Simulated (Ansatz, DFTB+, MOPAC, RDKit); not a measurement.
System: 2-methylprop-1-ene, C4H8 (charge 0, singlet). SMILES: C=C(C)C

Atoms: C1, C2, H3, H4, C5, H6, H7, H8, C9, H10, H11, H12. Bonds: C1-C2, C1-H3, C1-H4, C2-C5, C2-C9, C5-H6, C5-H7, C5-H8, C9-H10, C9-H11, C9-H12.

Bond lengths (Å) and angles (degrees) optimised at UFF with RDKit; PM3 with MOPAC; SCC-DFTB with DFTB+; HF/STO-3G with Ansatz (a quantum-chemistry and plane-wave program), each started from the B3LYP-D3(BJ)/def2-TZVP structure (Ansatz) of the last column. A row stands for all coordinates that are equal there; 8 of 13 kinds are shown. No wavenumbers were computed at UFF, SCC-DFTB, HF/STO-3G, so these may be saddle points.

```csv
coordinate,UFF,PM3,SCC-DFTB,HF/STO-3G,B3LYP-D3(BJ)/def2-TZVP
C1-C2,1.342,1.333,1.340,1.311,1.330
C1-H3,1.086,1.086,1.093,1.080,1.083
C2-C5,1.505,1.487,1.493,1.526,1.502
C5-H6,1.111,1.098,1.097,1.085,1.090
C5-H7,1.110,1.098,1.101,1.088,1.094
C1-C2-C5,120.7,122.1,121.9,122.4,122.2
C5-C2-C9,118.6,115.7,116.3,115.2,115.6
C2-C1-H3,121.1,122.8,121.4,122.0,121.5
```

Mean signed difference of all 11 bond lengths from B3LYP-D3(BJ)/def2-TZVP: UFF 0.012 Å, PM3 0.001 Å, SCC-DFTB 0.005 Å, HF/STO-3G -0.001 Å.
